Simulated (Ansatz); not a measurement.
Input file for Ansatz (a program for electronic structure): R-CCSD(T)/aug-cc-pVQZ on HF (SMILES F) with ghost functions.

Ansatz 0.2 input:
```yaml
crystal:
  periodic: [false, false, false]
  atoms:
    - {symbol: H, position_ang: [0.00000000, 0.80267982, 1.69529329]}
    - {symbol: F, position_ang: [0.00000000, -0.04596666, 1.34034818]}
basis:
  gaussian:
    orbitals: aug-cc-pVQZ
    ghost_atoms:
      - {symbol: H, position_ang: [0.00000000, -0.12040787, -0.49082840]}
      - {symbol: F, position_ang: [0.00000000, 0.00976945, -1.40424978]}
magnetization: {spin_polarized: false}
correlation: {method: ccsd_t, electrons: outside_noble_gas}
scf: {lower_state_search: off}
```

Q: Predict the final total energy.

A: -100.3776 hartree (reference determinant -100.0685, T1 diagnostic 0.009).

Q: How many basis functions does it have, and what does it roughly cost on one machine?

A: 252 functions; very roughly 5 core-minutes.
